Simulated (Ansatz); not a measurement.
CH4O, SMILES CO, a composite energy at a relaxed geometry

Program: Ansatz 0.2.0 through its Python package.

Run as a notebook:

**Cell 1**
```python
import ansatz as az
import numpy as np
from rdkit import Chem
from rdkit.Chem import AllChem
```

**Cell 2**
```python
# a force-field geometry from the SMILES
rd = Chem.AddHs(Chem.MolFromSmiles("CO"))
AllChem.EmbedMolecule(rd, randomSeed=713)
AllChem.UFFOptimizeMolecule(rd)
system = az.Crystal.molecule()
for atom, xyz in zip(rd.GetAtoms(), rd.GetConformer().GetPositions()):
    system = system.atom(atom.GetSymbol(), xyz.round(5).tolist())

job = (
    system.calculation()
    .basis(gaussian="def2-SVP")
    .functional("b3lyp", dispersion="d4")
    .scf(lower_state_search="light")
)
symbols = [site.symbol for site in system.cartesian_sites]
start = np.array([site.position_ang for site in system.cartesian_sites], dtype=float)
rep = job.relax(force_tolerance=0.01, max_steps=100).run(threads=1).report
end = np.array(rep["positions_ang"])
print("final positions (A) and the move of each atom")
for symbol, xyz, old in zip(symbols, end, start):
    print(f"{symbol:2s} {xyz[0]:10.5f} {xyz[1]:10.5f} {xyz[2]:10.5f}   {np.linalg.norm(xyz - old):7.4f}")
```
Output:
```text
final positions (A) and the move of each atom
C    -0.34267    0.05421   -0.01154    0.0175
O     1.01910    0.39866   -0.09227    0.0164
H    -0.64618   -0.70911   -0.75681    0.0494
H    -0.92910    0.96352   -0.21594    0.0346
H    -0.64254   -0.31393    0.99083    0.0494
H     1.54139   -0.39336    0.08574    0.0543
```

**Cell 3**
```python
minimum = az.Crystal.molecule()
for symbol, place in zip(symbols, end):
    minimum = minimum.atom(symbol, place.tolist())
at_minimum = minimum.calculation()
# MP2 extrapolated to the basis limit, plus the small-basis difference CCSD(T) - MP2
level = lambda method, basis: at_minimum.basis(gaussian=basis).correlation(method).run(threads=1).report
small, large, cluster = level("mp2", "cc-pVDZ"), level("mp2", "cc-pVTZ"), level("ccsd_t", "cc-pVDZ")
corr = lambda each: (each["free_energy_ev"] - each["reference_energy_ev"]) / 27.211386246
mp2_limit = (27 * corr(large) - 8 * corr(small)) / 19
pieces = {"HF / cc-pVTZ": large["reference_energy_ev"] / 27.211386246, "MP2 correlation, DZ-TZ limit": mp2_limit, "CCSD(T) - MP2 / cc-pVDZ": corr(cluster) - corr(small)}
for name, value in pieces.items():
    print(f"{name:32s} {value:14.6f} Ha")
print(f"{'sum':32s} {sum(pieces.values()):14.6f} Ha")
print("T1 diagnostic", round(cluster["correlation"]["coupled_cluster"]["t1_diagnostic"], 4))
```
Output:
```text
HF / cc-pVTZ                        -115.088242 Ha
MP2 correlation, DZ-TZ limit          -0.466268 Ha
CCSD(T) - MP2 / cc-pVDZ               -0.032759 Ha
sum                                 -115.587268 Ha
T1 diagnostic 0.0079
```

Caveats:
- These settings explore the input space; basis and method may be short of convergence.
- The sum leaves out core correlation, relativity, the Hartree-Fock basis error and zero-point energy; a DZ-TZ extrapolation is rough.
- b3lyp holds the VWN-RPA fit, as in Gaussian; the form of ORCA and Turbomole is b3lyp5.
- Inner cores stay frozen, so this is valence correlation.
- An extrapolation from small basis sets is rough.
- The whole script took 5.6 s on 1 thread of Arm Neoverse V2, on a shared host, peak memory 0.27 GiB.

(A comment or docstring line of the script was reworded after the run, the code is as it ran; lines on the test bed's own set-up are left out of the output.)
